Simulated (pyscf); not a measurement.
Elementary routes open to `[SnH4]` + `[CH3]` [doublet] in the gas phase (doublet surface):
A. `[CH3][SnH3]` + `[H]` [doublet] (H–Sn broken; C–Sn formed)
B. `[SnH3]` [doublet] + `[CH4]` (H–Sn broken; C–H formed)

Single points on ωB97X-D3(BJ)/def2-SVP structures (PySCF, gas phase). Correlated levels are frozen-core, on RHF or UHF. ΔMP2 is the change of the MP2 total energy from the triple- to the quadruple-zeta basis.

Q: Rank the routes by free-energy barrier at 298 K, lowest first, for CCSD(T)/def2-TZVPP + ΔMP2(QZVPP) energies (ideal gas, 1 atm, RRHO with modes under 100 cm⁻¹ raised to 100, one conformer, R ln 2 for chiral ones without a mode under 150 cm⁻¹).

A: B (0.48 eV), A (1.01 eV)

Route B is the fastest of these, ahead of the next by 0.53 eV. The most stable products are those of B (ΔG = -1.19 eV), so kinetics and thermodynamics agree. At 1200 K B is still the fastest. Only these routes are compared; each barrier is that of the saddle found, and lower ones may exist. The CCSD(T) − MP2 part came from Ansatz, without density fitting, on the same reference. The frozen core leaves the outer d or s,p core shells of the metals and heavy elements correlated in the MP2 and CC values, and def2-TZVPP describes them poorly, which can shift differences by a few kcal/mol. Elements past Kr carry the def2 core potentials, without spin-orbit coupling.
